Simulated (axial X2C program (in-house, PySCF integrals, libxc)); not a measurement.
# B₂: from the spin-free to the two-component result

Computed with an in-house all-electron X2C program for linear molecules (integrals from PySCF). Spin-free means the one-electron spin-free X2C Hamiltonian; two-component (2c) means X2C with spin–orbit coupling and atomic mean-field two-electron Coulomb and Gaunt terms, so the difference of the two also holds small scalar two-electron terms. Basis: B dyall-v3z [7s6p2d1f] (cores contracted in-house); Gaussian nuclei, density fitting, unrestricted open shells. Masses: B 11.009 u.

Spin-free state: M_S = 2, Λ = 0 (beyond evenly filled blocks: 2 × σα, π+α, π-α); fragments B + B.

```json
{"level": "PBE0", "Re (Å)": "1.517", "ωe (cm⁻¹)": "1293.4"}
{"level": "HF", "Re (Å)": "1.501", "ωe (cm⁻¹)": "1378.5"}
{"level": "MP2", "Re (Å)": "1.518", "ωe (cm⁻¹)": "1291.3"}
{"level": "CCSD", "Re (Å)": "1.520", "ωe (cm⁻¹)": "1284.9"}
{"level": "CCSD(T)", "Re (Å)": "1.525", "ωe (cm⁻¹)": "1263.0"}
{"level": "r2SCAN0", "Re (Å)": "1.513", "ωe (cm⁻¹)": "1307.8"}
```

Correlated methods: 6 electrons correlated (number of frozen shells: B 1 s), 154 virtual spin orbitals or spinors in MP2, 72 natural virtuals in coupled cluster.

Two-component determinant lowest at the distance of the search:

Ω = 2 (⟨Sz⟩ = 2.00, ⟨Lz⟩ = 0.00 at HF); fragments B + B.

| level | Re (Å) | ωe (cm⁻¹) |
| --- | --- | --- |
| PBE0 | 1.517 | 1293.3 |
| HF | 1.501 | 1378.5 |
| MP2 | 1.518 | 1291.3 |
| CCSD | 1.520 | 1284.8 |
| CCSD(T) | 1.525 | 1263.0 |
| r2SCAN0 | 1.513 | 1307.7 |

(1) From the two tables, how do the constants change at the CCSD(T) level (2c against spin-free)?

Occupations by symmetry block were frozen at the best pattern of an incomplete PBE0 search. De is not given where an atomic determinant may have missed its ground term or J level, or where the truncated virtual space spoils (T). Density functionals use the spin component along the axis (collinear). CCSD and (T) use frozen natural virtuals with an MP2 correction for the truncation; (T) itself is uncorrected, so its De runs slightly low. Other states lie close and PBE0, whose exact exchange favours high spin, may order them wrongly; the determinant shown need not be the ground state. The nearest other spin-free determinant of the search, M_S = 1, Λ = 0, lies 0.61 eV up at the distance of the search. Without a current term, density functionals place determinants with orbital angular momentum somewhat too high. The spin of this state cannot come from the lowest atoms; the curve heads to a higher limit, and no De is given. With several unpaired electrons one determinant need not be a pure state. Open-shell Ω = 0 determinants with evenly filled partner blocks cannot be reached by this program, so the Ω shown need not be the lowest component.

Answers

(1) At the CCSD(T) level Re is unchanged within 0.001 Å and ωe stays the same within 0.2 cm⁻¹.
